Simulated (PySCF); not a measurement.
## Spin states of CCl⁺

Unrestricted PBE0; basis C def2-TZVP, Cl def2-TZVP; no relativity; PySCF 2.14. Outer shells of the fragments: C+ 2s2 2p1; Cl 3s2 3p5.

Followed along the bond (rough minima from three points):

| 2Ms+1 | unpaired | ⟨S²⟩ at the start | R at minimum (Å) | Te (eV) |
| --- | --- | --- | --- | --- |
| 1 | none | 0.00 | 1.54 | 0.00 |
| 3 | σ ↑, π ↑ | 2.03 | 1.55 | 2.78 |

Solutions found at the starting distance of 1.780 Å, counted from the lowest of them; the search is not exhaustive and high or unbound solutions are not listed, so other states can lie among these:

```tsv
2Ms+1	unpaired	term	E (eV)	⟨S²⟩	⟨Lz²⟩	μ (D)
1	none	¹Σ⁺	0.00	0.00	0.00	-1.48
3	σ ↑, π ↑	³Π	2.62	2.03	1.01	-2.32
1	σ ↑, π ↓	mixed	3.38	1.02	1.02	-1.95
3	π ↑↑	mixed	3.48	2.01	2.01	0.25
3	π ↑↑	mixed	3.82	2.01	2.01	0.11
1	π ↑↓	mixed	3.87	1.01	2.01	0.07
3	σ ↑, π ↑↑↓	mixed	7.05	3.01	3.02	0.16
1	σ ↑, π ↑↓↓	mixed	7.19	2.02	3.02	0.15
3	σ ↑↑	³Σ⁺	7.30	2.04	0.00	-2.99
3	σ ↑, π ↑	³Π	7.75	2.01	1.02	-1.27
1	σ ↑, π ↓	mixed	8.95	1.01	3.01	0.19
```

A term symbol is given only where ⟨S²⟩ and ⟨Lz²⟩ are close to those of a pure state; real π, δ and φ orbitals otherwise mix terms. A positive dipole points towards Cl; it is taken about the centre of mass and depends on that origin.

Counting both spins, an empty level lies below a filled one in some of these solutions, because spin and occupation are held.
